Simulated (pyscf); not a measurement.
Thermochemistry of product channels of O=Ta(=O)–Cl (SMILES [O]=[Ta](=[O])[Cl]) + HF (SMILES F) on the singlet surface, in kJ/mol, from ωB97M-D3(BJ)/def2-TZVP energies (ideal gas, 1 atm, RRHO with modes under 100 cm⁻¹ raised to 100, one conformer, R ln 2 for chiral ones without a mode under 150 cm⁻¹). Single points on ωB97X-D3(BJ)/def2-SVP structures (PySCF, gas phase).

```
products                                                     ΔE  ΔH(298 K)  ΔG(298 K)  ΔG(600 K)
-------------------------------------------------------  ------  ---------  ---------  ---------
O=Ta(OH)(F)–Cl (SMILES [O]=[Ta]([OH])([F])[Cl])          -392.7     -387.1     -345.9     -304.9
O=TaH=O (SMILES [O]=[TaH]=[O]) + F–Cl (SMILES FCl)       +451.8     +443.0     +440.4     +438.7
O=Ta(=O)–F (SMILES [O]=[Ta](=[O])[F]) + HCl (SMILES Cl)    -1.8       -7.1       -7.3       -7.3
```

These are energies of the channels, which say nothing of barriers. Elements past Kr carry the def2 core potentials, without spin-orbit coupling.
